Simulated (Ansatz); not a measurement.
H2Al–F: how the atomization moves with the basis

H2Al–F, singlet; coordinates (Å): Al 0.000 0.000 0.623; F 0.000 0.000 -1.027; H 0.000 1.404 1.338; H 0.000 -1.404 1.338. Quantity: atomization.

Ansatz 0.2.0, basis cc-pVDZ or cc-pVTZ; geometries are PBE0/def2-TZVP minima. Wave-function levels freeze the cores; HF, MP2 and coupled cluster are restricted for singlets and unrestricted otherwise, atoms included (their steps beyond CCSDT(Q) come from restricted open-shell runs), Kohn–Sham unrestricted where that lies lower. The reference is CCSDT(Q) or CCSDTQ (coupled cluster only where its series has nearly closed). Semilocal and hybrid functionals correlate all electrons outside any core potential and usually lie nearer their basis limit than the reference, so part of their error here is the reference's basis and frozen-core error; RPA and the MP2 part of double hybrids freeze the same cores as the reference. None of these values is a measured one. Energies are electronic, without zero-point terms. No spin–orbit coupling and no scalar relativity. The species are chosen: bound, without strong static correlation by their natural occupations or amplitudes, in their lowest spin state as far as vertical gaps and like structures tell, and with a ladder that closes on the reference, so errors are smaller than for species at large; levels whose determinant breaks symmetry or spin markedly are left out.

```
    level  cc-pVDZ (kcal/mol)  cc-pVTZ (kcal/mol)
reference      256.4 (CCSDTQ)    277.3 (CCSDT(Q))
       HF               207.0               217.4
  CCSD(T)               256.2               277.4
      PBE               270.5               278.2
   r2SCAN               273.7               282.5
    B3LYP               271.5               280.4
  wB97M-V               276.4               283.4
  RPA-PBE               241.8               262.2
```

From cc-pVDZ to cc-pVTZ the reference moves by 20.9 kcal/mol and PBE by 7.7; the step from CCSD(T) to the reference is 0.2 in the first and -0.1 in the last.
